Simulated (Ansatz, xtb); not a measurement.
CH2BO−: where a starting geometry ends

The starting geometry of this gas-phase singlet was built from a drawn formula by distance geometry and a force field; its bonds are those of `[BH-]1=[C-][OH+]1`.

```xyz
5

C    -1.2439    0.9619   -0.9638
B    -0.7730    0.6790   -2.2515
O    -1.6969    1.7836   -2.0505
H    -0.0749    0.0617   -3.0047
H    -2.2420    2.5235   -2.4051
```

Predict what it relaxes into with r2SCAN-D4/def2-SVPD.

It rearranges to `C#[B-]O`. Contacts that open: C1–O3 (1.44 → 2.73 Å), B2–H4 (1.20 → 2.41 Å). Contacts that close: C1–H4 (2.52 → 1.08 Å).

The energy falls by 4.93 eV over 27 steps:

```tsv
step	E − E(last) (eV)
1	4.930
4	3.129
7	2.208
10	1.988
13	1.610
15	1.088
18	0.609
21	0.133
24	0.001
27	0.000
```

Final geometry (Å):

```xyz
5

C    -0.5153    0.2376   -1.8433
B    -1.3658    1.1675   -2.2781
O    -2.2581    2.1490   -2.7315
H     0.1605   -0.5329   -1.5093
H    -2.0519    2.9885   -2.3132
```

From the same start GFN2-xTB ends elsewhere, at `[C]=[BH-]O`.

The end wasn't checked by frequencies. Run with Ansatz 0.2.0, 53 s on 1 thread of Arm Neoverse V1 (shared host).
